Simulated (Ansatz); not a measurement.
A made-up structure of SiH4SO, closed shell:

O1  (-1.283, -0.204, -0.937)
Si2  (1.638, -0.790, 0.165)
S3  (-0.028, 0.511, -0.158)
H4  (-1.590, -1.051, -0.611)
H5  (0.379, 1.510, -0.987)
H6  (-0.401, 0.981, 1.062)
H7  (1.264, -1.103, 1.498)
(Å)

It is relaxed with PBE-D4/def2-SVP and then PBE0-D4/def2-TZVP (Ansatz 0.2.0). Atoms count as bonded within 1.22 times the sum of their covalent radii (H–H: 0.88 Å). The end point is not checked to be a true minimum.

Problem. Does its bonding change? (A judgement: the text doesn't fix the answer.)

Solution. The calculation gives: No: no bond forms or breaks.

Where it ends: The first stage lowers the energy by 1.59 eV in 10 steps. It ends as SiH₄SO ([OH][SH2][SiH]):
O1  (-1.594, -0.050, -0.505)
Si2  (1.910, -0.706, 0.227)
S3  (0.117, 0.304, -0.061)
H4  (-1.568, -0.840, -1.062)
H5  (0.269, 1.197, -1.052)
H6  (-0.471, 1.049, 0.910)
H7  (1.316, -1.099, 1.575)
(Å)

Labels in which every atom is bracketed show which atoms are joined, not bond orders.

For scale, one of the runs: PBE0-D4/def2-TZVP relaxation, 129 basis functions, launched by `ansatz run in.yaml --threads 2 --pin off --events-out ev --progress --plain --max-ram 4352MiB`. Hardware: 2 CPU threads of an Arm Neoverse V1, shared host. Wall time about 61 s.
